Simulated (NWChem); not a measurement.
# CH5N (methylamine): levels of theory compared

We compute a comparison of 6 runs (HF/STO-3G, HF/3-21G, HF/def2-SVP, B3LYP/6-31G, PBE0/def2-TZVP, MP2/def2-SVPD) of CH5N (methylamine). 

Program for the calculation: NWChem 7.3.0.

1 further run of the same task is left out (set aside as unsound or not needed).

### 1 The system as given

CH5N: 7 atoms, total charge 0, spin state singlet. SMILES: `CN`. Geometry: relaxed at PBE0-D4/def2-TZVP.

Bond lengths: C1–N2 1.453 Å, C1–H3 1.100 Å, C1–H4 1.092 Å, C1–H5 1.092 Å, N2–H6 1.012 Å, N2–H7 1.012 Å. Angles: C1–N2–H6 110.6°, C1–N2–H7 110.6°, N2–C1–H3 115.4°, N2–C1–H4 109.4°, N2–C1–H5 109.4°, H6–N2–H7 106.7°, H3–C1–H4 107.7°, H3–C1–H5 107.7°, H4–C1–H5 106.9°.

### 2 Energy and gradient at HF/STO-3G (run 1)

The input, run.py:

```python
from ase import Atoms
from ase.calculators.nwchem import NWChem

system = Atoms(['C', 'N', 'H', 'H', 'H', 'H', 'H'], positions=[
    [-0.473800, -0.138400, -0.281500],
    [0.801600, 0.390900, 0.170500],
    [-0.984400, -0.806400, 0.427500],
    [-0.327200, -0.690700, -1.212500],
    [-1.150500, 0.689300, -0.505500],
    [1.448000, -0.360600, 0.373500],
    [0.686300, 0.915800, 1.027900],
])

calc = NWChem(
    label='mol',
    theory='scf',
    memory='2200 mb',
    basis='STO-3G',
    basispar='spherical bse',
    scf={'nopen': '0', 'rhf': None, 'thresh': '1e-08', 'maxiter': '80'},
)
system.calc = calc

forces = system.get_forces()
print("Total energy (eV):", round(system.get_potential_energy(), 6))
print("forces (eV/A):")
for s, f in zip(system.symbols, forces):
    print(f"{s:2s} {f[0]:10.5f} {f[1]:10.5f} {f[2]:10.5f}")
print("dipole (e A):", system.get_dipole_moment().round(4))
```

On the command line:

```sh
export ASE_NWCHEM_COMMAND="nwchem PREFIX.nwi > PREFIX.nwo"
python run.py
```

The log of the run:

```text
Total energy (eV): -2558.70976
forces (eV/A):
C    -1.21454   -0.50332   -0.44028
N     0.64591    0.82784   -0.85191
H     0.18558    0.15463   -0.08372
H     0.03126    0.01430    0.14876
H     0.08258   -0.07317    0.10362
H     0.49612   -0.81576    0.25279
H    -0.22687    0.39549    0.87078
dipole (e A): [-0.0989 -0.1758  0.2278]
```

The calculator wrote mol.nwi:

```
title "mol"

permanent_dir mol

scratch_dir mol

start mol

geometry units angstrom nocenter noautosym noautoz
  C  -4.7380000000000000e-01 -1.3840000000000000e-01 -2.8149999999999997e-01
  N  8.0159999999999998e-01 3.9090000000000003e-01 1.7050000000000001e-01
  H  -9.8440000000000005e-01 -8.0640000000000001e-01 4.2749999999999999e-01
  H  -3.2719999999999999e-01 -6.9069999999999998e-01 -1.2124999999999999e+00
  H  -1.1505000000000001e+00 6.8930000000000002e-01 -5.0549999999999995e-01
  H  1.4480000000000000e+00 -3.6059999999999998e-01 3.7350000000000000e-01
  H  6.8630000000000002e-01 9.1579999999999995e-01 1.0279000000000000e+00
end

memory 2200 mb

basis spherical bse noprint
   * library STO-3G
end

scf
  nopen 0
  rhf
  thresh 1e-08
  maxiter 80
end

task scf gradient
```

mol.nwo:

```text
Northwest Computational Chemistry Package (NWChem) 7.3.0
             --------------------------------------------------------

           Job information
           ---------------

    nwchem branch   = 7.3.0
    use scalapack   = T
    input           = mol.nwi
    prefix          = mol.
    data base       = mol/mol.db
    status          = startup
    nproc           =        1

           Memory information
           ------------------

[... 5 lines left out ...]
    hardfail = no
[... 135 lines left out ...]
         Quadratically convergent ROHF
[... 14 lines left out ...]
       Final RHF  results
[... 4 lines left out ...]
      Two-electron energy =     74.470063330001
[... 24 lines left out ...]
                       ROHF Final Molecular Orbital Analysis
[... 167 lines left out ...]
                 ----------------------------------------
                 |  Time  |  1-e(secs)   |  2-e(secs)   |
                 ----------------------------------------
                 |  CPU   |       0.00   |       0.05   |
                 ----------------------------------------
                 |  WALL  |       0.00   |       0.05   |
                 ----------------------------------------

 Task  times  cpu:        0.4s     wall:        0.4s
 Total times  cpu:        0.5s     wall:        0.5s
```

It took 1.8 s on 1 thread of Intel Xeon Platinum 8375C at 2.90GHz (Ice Lake), shared host; peak memory 0.098 GiB.

### 3 Energy and gradient at HF/3-21G (run 2)

The input, ch5n.xyz:

```xyz
7
CH5N
C     -0.473800    -0.138400    -0.281500
N      0.801600     0.390900     0.170500
H     -0.984400    -0.806400     0.427500
H     -0.327200    -0.690700    -1.212500
H     -1.150500     0.689300    -0.505500
H      1.448000    -0.360600     0.373500
H      0.686300     0.915800     1.027900
```

The input, ch5n.nw:

```
echo
start ch5n
title "CH5N"
memory stack 880 mb heap 220 mb global 1100 mb
charge 0

geometry units angstroms noautosym nocenter noautoz
load format xyz ch5n.xyz
end

basis spherical bse
* library 3-21G
end

scf
singlet
rhf
thresh 1e-08
maxiter 80
print medium
end

task scf gradient
```

On the command line:

```sh
nwchem ch5n.nw > ch5n.out
```

The log of the run:

```text
[...]
  functions       =    28
[...]
  wavefunction    = RHF
[...]
         Total SCF energy =    -94.680142208041
      One-electron energy =   -210.874110701164
      Two-electron energy =     74.053086842549
 Nuclear repulsion energy =     42.140881650574
        Time for solution =      0.4s
[...]
                         RHF ENERGY GRADIENTS
    atom               coordinates                        gradient
                 x          y          z           x          y          z
   1 C      -0.895352  -0.261538  -0.531958    0.021448   0.006223   0.012943
   2 N       1.514804   0.738694   0.322198   -0.011916   0.002711  -0.019314
   3 H      -1.860246  -1.523875   0.807858   -0.003162  -0.003714   0.003537
   4 H      -0.618318  -1.305234  -2.291293    0.000692  -0.003052  -0.005724
   5 H      -2.174130   1.302588  -0.955256   -0.004003   0.004838  -0.001680
   6 H       2.736323  -0.681435   0.705813   -0.001533  -0.003500   0.005100
   7 H       1.296919   1.730611   1.942449   -0.001528  -0.003505   0.005137
[...]
```

It took 1.2 s on 1 thread of Intel Xeon Platinum 8375C at 2.90GHz (Ice Lake), shared host; peak memory 0.098 GiB.

Runs 3 to 5 aren't shown in full; the table further down has their settings and results.

### 4 Energy and gradient at MP2/def2-SVPD (run 6)

The input, ch5n.nw:

```
start ch5n
title "CH5N"
memory total 2200 mb
charge 0
geometry units angstroms noautosym nocenter noautoz
 C       -0.473800      -0.138400      -0.281500
 N        0.801600       0.390900       0.170500
 H       -0.984400      -0.806400       0.427500
 H       -0.327200      -0.690700      -1.212500
 H       -1.150500       0.689300      -0.505500
 H        1.448000      -0.360600       0.373500
 H        0.686300       0.915800       1.027900
end
basis "ao basis" spherical bse
 * library def2-SVPD
end
scf
 singlet
 rhf
 thresh 1e-08
 maxiter 80
end
mp2
 freeze core 2
 tight
end
task mp2 gradient
```

On the command line:

```sh
nwchem ch5n.nw > ch5n.out
```

The log of the run:

```text
[...]
  functions       =    80
[...]
  wavefunction    = RHF
[...]
         Total SCF energy =    -95.153703575446
      One-electron energy =   -211.426319153393
      Two-electron energy =     74.131733927373
 Nuclear repulsion energy =     42.140881650574
        Time for solution =      5.9s
[...]
          Total MP2 energy           -95.496133601772
[...]
                         mp2 ENERGY GRADIENTS
    atom               coordinates                        gradient
                 x          y          z           x          y          z
   1 C      -0.895352  -0.261538  -0.531958    0.002777   0.000812   0.001757
   2 N       1.514804   0.738694   0.322198   -0.000341  -0.001108   0.001607
   3 H      -1.860246  -1.523875   0.807858    0.000891   0.001824  -0.002546
   4 H      -0.618318  -1.305234  -2.291293   -0.000762   0.001908   0.003258
   5 H      -2.174130   1.302588  -0.955256    0.002233  -0.003093   0.000702
   6 H       2.736323  -0.681435   0.705813   -0.004104   0.002681  -0.000947
   7 H       1.296919   1.730611   1.942449   -0.000695  -0.003024  -0.003830
[...]
```

Wall time 17 s (1 thread of Intel Xeon Platinum 8375C at 2.90GHz (Ice Lake), shared host); peak memory 0.18 GiB.

### 5 The series

| run | level | iteration cap | module | energy (Eh) | dipole moment (D) | HOMO energy (eV) | LUMO energy (eV) | wall time |
| --- | --- | --- | --- | --- | --- | --- | --- | --- |
| 1 | HF/STO-3G | 80 | scf | -94.030850 | 1.46 | -8.72 | 17.09 | 1.8 s |
| 2 | HF/3-21G | 80 | scf | -94.680142 | 1.70 | -10.12 | 7.33 | 1.2 s |
| 3 | HF/def2-SVP | 80 | scf | -95.145433 | 1.44 | – | – | 3.9 s |
| 4 | B3LYP/6-31G | 100 | dft | -95.823628 | 1.70 | -5.90 | 2.26 | 12 s |
| 5 | PBE0/def2-TZVP | 100 | dft | -95.777290 | 1.35 | -6.78 | 1.18 | 25 s |
| 6 | MP2/def2-SVPD | 80 | mp2 | -95.496134 | 1.34 | -10.62 | 2.87 | 17 s |

### 6 Results

| quantity | value |
| --- | --- |
| run 6: total energy | -95.49613 Eh |
| run 6: dipole moment (of the density that the program reports) | 1.34 D |
| run 6: HOMO energy (Hartree–Fock orbitals) | -10.62 eV |
| run 6: LUMO energy (Hartree–Fock orbitals) | 2.87 eV |
| run 6: HOMO–LUMO gap (Hartree–Fock orbitals) | 13.50 eV |
| run 6: correlation energy (2 core orbitals frozen) | -342.4 mEh |
| run 6: largest force on an atom | 0.257 eV/Å |

In words: The dipole moment (its size) runs from 1.34 D (MP2/def2-SVPD) to 1.70 D (B3LYP/6-31G). The two ends differ in method and basis. Over runs 1, 2, 4, 5 the HOMO–LUMO gap runs from 7.97 eV (PBE0/def2-TZVP) to 25.81 eV (HF/STO-3G). Totals of different functionals can't be ranked against each other. In run 1 the basis is minimal, so the values are rough. All runs together took 61 s, the longest 25 s.
